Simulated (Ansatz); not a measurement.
Stepwise reaction of `O[Si]O` with hydrogen sulfide, as a gas-phase model of exchange steps in deposition or etching. ΔE in kJ/mol; ΔG adds harmonic PBE0-D4 terms to CCSD(T)/CBS, at 1 bar.

Isolated molecules relaxed with PBE0-D4/def2-TZVP in Ansatz; ΔE leaves out vibrations. CBS: MP2 limit from def2 TZ/QZ plus the TZ coupled-cluster correction, frozen cores. This one scheme is used for every species. DFT in def2-TZVPP. B3LYP here is the variant with VWN-RPA as its local correlation; programs differ in this. Each species was taken in one conformer, which may not be the lowest.

```tsv
step	reaction	PBE-D4	B3LYP-D4	ωB97M-V	CCSD(T)/CBS	ΔG(400 K)
1	`O[Si]O` + H₂S → `O[Si]S` + H₂O	42.4	54.1	58.5	53.5	58.1
```

(1) Give the row of step 2, `O[Si]S` + H₂S → `S[Si]S` + H₂O. (Estimate.)

(2) By hand: ΔE of the 2 steps together at CCSD(T)/CBS.

## Answers

(1) The calculation gave: 
| step | reaction | PBE-D4 | B3LYP-D4 | ωB97M-V | CCSD(T)/CBS | ΔG(400 K) |
| --- | --- | --- | --- | --- | --- | --- |
| 2 | `O[Si]S` + H₂S → `S[Si]S` + H₂O | 10.2 | 23.4 | 26.6 | 17.9 | 27.7 |

(2) (53.5) + (17.9) = 71.4 kJ/mol, or 35.7 kJ/mol a step.

In ΔE each step is lower than the one before. All are uphill at CCSD(T)/CBS. ΔG lies between 27.7 and 58.1 kJ/mol a step. PBE-D4 differs from CCSD(T)/CBS by -11.1 to -7.7 kJ/mol a step. Isolated molecules leave out the surface, adducts and barriers. Largest T1 diagnostic: 0.015.
